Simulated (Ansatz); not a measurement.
H2Al(BH4) (AlBH6), relaxed as a singlet with RKS PBE0-D4/def2-TZVP in Ansatz, starting from the GFN2-xTB geometry. Force threshold 0.02 eV/Å.

Start:

Cartesian coordinates in Å:
```
Al 0.0886 1.0529 -0.3716
H -0.4134 0.0658 0.9862
B -0.0849 -1.0297 0.3643
H 0.3911 -0.6287 -0.7770
H 1.3408 1.9429 -0.1497
H -1.0389 1.7631 -1.1674
H -1.0753 -1.6307 0.1499
H 0.7920 -1.5356 0.9653
```

```
step  energy (eV)  largest force component (eV/Å)  SCF passes
   1   -7366.6208                           0.852          21
   2   -7366.7264                           0.259          24
   3   -7366.7328                           0.117          25
   4   -7366.7329                           0.055          19
   5   -7366.7333                           0.003          20
```

Force components are those of the run's own axes.

End:

```xyz
8

Al    0.090    1.069   -0.379
H    -0.417    0.090    0.986
B    -0.081   -0.964    0.341
H     0.395   -0.608   -0.793
H     1.434    1.825   -0.061
H    -1.150    1.634   -1.168
H    -1.085   -1.575    0.123
H     0.814   -1.471    0.950
```

By distances, no bond broke or formed. The bond that changes most is Al1–B3, from 2.22 to 2.16 Å (atoms count from 1).

No frequencies were taken in this run, so the end may be a saddle point.

It took 1.8 s on 4 threads of AMD EPYC 9R45 on a shared host.
